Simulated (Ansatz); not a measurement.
Relaxed structures of SiH$_{3}$S$_{2}$ (charge -1), closed shell (PBE0-D4/def2-TZVPD; forces vanish, vibrations not checked; lower isomers may exist, and structures with a doubtful reference or unclear bonds are left out; Å). Ansatz 0.2.0; basis: def2-TZVPPD; cores frozen in the correlated methods.

Task: Rank them by CCSD(T) energy, lowest first, and give each one's height above the lowest. Links in brackets join atoms within 1.22 times the sum of their covalent radii (1.1 for two metals). (Judge from chemistry; the value comes from the calculation.)
A.
SiH₃S₂ ([SiH2][S][SH]), total charge -1
```
6
angstrom
Si -1.2198 0.2907 -1.0455
S -0.6773 0.6196 1.0446
S 1.0106 -0.4792 1.7245
H -1.2083 -1.2328 -1.1395
H 0.1215 0.5330 -1.7383
H 1.9733 0.2687 1.1542
```
B.
SiH₃S₂ ([SiH3][S][S]), total charge -1
```
6
angstrom
Si -0.3430 -0.2301 -0.9816
S -0.0666 0.8946 0.7580
S 0.4278 -0.8061 1.8675
H -1.4305 -1.2447 -0.8604
H -0.7414 0.6735 -2.1277
H 0.8923 -0.9391 -1.4269
```
C.
SiH₃S₂ ([SH][Si][SH2]), total charge -1
```
6
angstrom
Si -0.6455 0.4925 1.1156
S -0.4850 -0.3636 -0.9609
S 1.2642 -0.4991 1.7298
H -1.7371 -0.6551 -1.3709
H -0.3456 0.4157 -2.1709
H 2.1548 0.5170 1.7444
```

Result: Computed: B (0.000 eV), A (0.904 eV), C (2.609 eV). Heights count from the lowest.

The T1 diagnostic stays at or below 0.023. The restricted Hartree–Fock reference is unstable towards an unrestricted one at one or more of these structures.

For scale, one of the runs: CCSD(T)/def2-TZVPPD, 201 basis functions, launched by `ansatz run in.yaml --threads 2 --pin off --events-out ev --progress --plain --max-ram 4352MiB`. Time: 43 s of wall clock on 2 CPU threads of an Intel Xeon Platinum 8488C; the host was shared. Peak host memory: 2.2 GiB.
